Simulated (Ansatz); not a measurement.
# [PH2]− (phosphanide) at 5 levels

We compute a comparison of 5 runs (HF/def2-SVP, B3LYP/6-31G*, BLYP/def2-SVP, PBE0/def2-SVP) of [PH2]− (phosphanide). 

The calculation is run with Ansatz 0.2.0.

7 further runs of the same task are left out: 3 that didn't finish, 4 set aside as unsound or not needed.

### Step 1. The molecule

The species is [PH2]− (3 atoms), meant as a singlet with charge -1. SMILES: `[PH2-]`. Geometry: relaxed at GFN2-xTB.

Bond lengths: P1–H2 1.345 Å, P1–H3 1.345 Å. Angles: H2–P1–H3 91.0°.

### Step 2. Energy and gradient at HF/def2-SVP (run 1)

Contents of run.yaml:

```yaml
crystal:
  periodic: [false, false, false]
  atoms:
    - {symbol: P, position_ang: [0.498920, -0.293580, 0.245050]}
    - {symbol: H, position_ang: [0.105590, 0.990220, 0.165130]}
    - {symbol: H, position_ang: [-0.604500, -0.696650, -0.410180]}
basis:
  gaussian: {orbitals: def2-SVP}
total_charge: -1
hamiltonian: {xc: hf}
accuracy: high
output: {forces: true, orbitals: {seedname: orbitals}}
```

On the command line:

```bash
$ ansatz run run.yaml --threads 1 --pin off --max-ram 2610MiB --events-out events.jsonl --progress --plain --runs-dir runs
```

Output:

```text
Warning: RAYON_NUM_THREADS=1 ignored (pool sized by the plan → 1); use --threads N
Functional definition: HF
  name "HF"
  exchange = exact_x
  correlation = 0
496 factors; integrals over basis functions are off by at most 3.5e-9 eV
mean field evaluation 1: about -9298.4801 eV, gradient 1.0e1 eV
mean field evaluation 2: about -9298.4822 eV, gradient 1.0e1 eV
mean field evaluation 4: about -9299.0286 eV, gradient 8.2e-1 eV
mean field evaluation 8: about -9299.0332 eV, gradient 2.3e-6 eV
mean field -9299.03319613 eV, -341.7331668465 hartree, gradient 8.4e-8 eV, S^2 0.000000; 0 other end points of the search recorded, 0 dependent functions left out
the calculation of the forces begins
reference -9299.03319613 eV, -341.7331668465 hartree; 9, 9 occupied and 19, 19 virtual orbitals, 496 factors
Total energy: -9299.03319613 eV, -341.7331668465 hartree
Atom 0 at     0.498920    -0.293580     0.245050 Å, force     2.424643    -1.427564     1.190808 eV/Å
Atom 1 at     0.105590     0.990220     0.165130 Å, force    -0.538414     2.315579    -0.049314 eV/Å
Atom 2 at    -0.604500    -0.696650    -0.410180 Å, force    -1.886229    -0.888015    -1.141494 eV/Å
Dipole moment:    -0.112613     0.066283    -0.055310 e Å
```

Run time: 0.16 s. Hardware: 1 thread of Intel Xeon 6975P-C (Granite Rapids), shared host.

### Step 3. Energy and gradient at B3LYP/6-31G(d) (spherical functions) (run 2)

Contents of input.yaml:

```yaml
basis:
  gaussian:
    orbitals: 6-31Gs-spherical.json
crystal:
  periodic: [false, false, false]
  atoms:
    - {symbol: P, position_ang: [0.498920, -0.293580, 0.245050]}
    - {symbol: H, position_ang: [0.105590, 0.990220, 0.165130]}
    - {symbol: H, position_ang: [-0.604500, -0.696650, -0.410180]}
total_charge: -1
hamiltonian:
  xc: {name: B3LYP}
accuracy: high
output: {forces: true, orbitals: {seedname: orbitals}}
```

The basis set 6-31G* is read from a file made from the Basis Set Exchange's data (not shown).

On the command line:

```bash
$ ansatz run input.yaml --threads 1 --pin off --max-ram 2610MiB --events-out events.jsonl --progress --plain --runs-dir runs
```

Output, shortened:

```text
Warning: RAYON_NUM_THREADS=1 ignored (pool sized by the plan → 1); use --threads N
Functional definition: B3LYP
  name "B3LYP"
[...]
381 factors; integrals over basis functions are off by at most 3.4e-9 eV
[...]
mean field -9320.37987990 eV, -342.5176430058 hartree, gradient 1.9e-8 eV, S^2 0.000000; 0 other end points of the search recorded, 0 dependent functions left out
[...]
reference -9320.37990485 eV, -342.5176439229 hartree; 9, 9 occupied and 13, 13 virtual orbitals, 381 factors
Total energy: -9320.37990485 eV, -342.5176439229 hartree
Atom 0 at     0.498920    -0.293580     0.245050 Å, force     2.583830    -1.521222     1.268996 eV/Å
Atom 1 at     0.105590     0.990220     0.165130 Å, force    -0.623229     2.349991    -0.092640 eV/Å
Atom 2 at    -0.604500    -0.696650    -0.410180 Å, force    -1.960602    -0.828769    -1.176357 eV/Å
Dipole moment:    -0.204120     0.120128    -0.100254 e Å
```

It took 0.54 s on 1 thread of Intel Xeon 6975P-C (Granite Rapids), shared host.

Runs 3 to 4 aren't shown in full; the table further down has their settings and results.

### Step 4. Energy and gradient at PBE0/def2-SVP (run 5)

Contents of job.yaml:

```yaml
crystal:
  periodic: [false, false, false]
  atoms:
    - {symbol: P, position_ang: [0.498920, -0.293580, 0.245050]}
    - {symbol: H, position_ang: [0.105590, 0.990220, 0.165130]}
    - {symbol: H, position_ang: [-0.604500, -0.696650, -0.410180]}
basis:
  gaussian: {orbitals: def2-SVP}
total_charge: -1
hamiltonian: {xc: {name: PBE0}}
accuracy: high
output: {forces: true, orbitals: {seedname: orbitals}}
```

On the command line:

```bash
$ ansatz run job.yaml --threads 1 --pin off --max-ram 2610MiB --events-out events.jsonl --progress --plain --runs-dir runs
```

Output, shortened:

```text
Warning: RAYON_NUM_THREADS=1 ignored (pool sized by the plan → 1); use --threads N
Functional definition: PBE0
  name "PBE0"
[...]
496 factors; integrals over basis functions are off by at most 3.5e-9 eV
[...]
mean field -9313.59765738 eV, -342.2684009257 hartree, gradient 2.1e-8 eV, S^2 0.000000; 0 other end points of the search recorded, 0 dependent functions left out
[...]
reference -9313.59765877 eV, -342.2684009766 hartree; 9, 9 occupied and 19, 19 virtual orbitals, 496 factors
Total energy: -9313.59765877 eV, -342.2684009766 hartree
Atom 0 at     0.498920    -0.293580     0.245050 Å, force     2.727370    -1.605696     1.339496 eV/Å
Atom 1 at     0.105590     0.990220     0.165130 Å, force    -0.692203     2.398881    -0.125624 eV/Å
Atom 2 at    -0.604500    -0.696650    -0.410180 Å, force    -2.035166    -0.793185    -1.213873 eV/Å
Dipole moment:    -0.124319     0.073169    -0.061059 e Å
```

Run time: 0.52 s. Hardware: 1 thread of Intel Xeon 6975P-C (Granite Rapids), shared host.

### Step 5. All runs side by side

| run | level | Cartesian functions | energy (Eh) | HOMO energy (eV) | LUMO energy (eV) | HOMO–LUMO gap (eV) | wall time |
| --- | --- | --- | --- | --- | --- | --- | --- |
| 1 | HF/def2-SVP | no | -341.733167 | -0.18 | 12.18 | 12.36 | 0.16 s |
| 2 | B3LYP/6-31G* (spherical functions) | no | -342.517644 | 2.17 | 8.10 | 5.93 | 0.54 s |
| 3 | B3LYP/6-31G* (Cartesian functions) | yes | -342.520117 | 2.17 | 8.10 | 5.93 | 0.6 s |
| 4 | BLYP/def2-SVP | no | -342.384021 | 3.73 | 8.09 | 4.37 | 0.52 s |
| 5 | PBE0/def2-SVP | no | -342.268401 | 2.29 | 8.78 | 6.49 | 0.52 s |

### Step 6. What came out

| quantity | value |
| --- | --- |
| run 5: total energy | -342.26840 Eh |
| run 5: HOMO energy | 2.29 eV |
| run 5: LUMO energy | 8.78 eV |
| run 5: HOMO–LUMO gap (to an unbound level, set by the basis) | 6.49 eV |
| run 5: largest force on an atom | 3.437 eV/Å |

**Reading.** The HOMO–LUMO gap runs from 4.37 eV (BLYP/def2-SVP) to 12.36 eV (HF/def2-SVP). Exact exchange widens orbital gaps. The empty levels of an anion lie above zero and hang on the basis. Totals of different functionals can't be ranked against each other. In runs 2, 3, 4, 5 the HOMO lies above zero, so the outermost electron may be held by the basis alone. All runs together took 2.3 s, the longest 0.6 s.
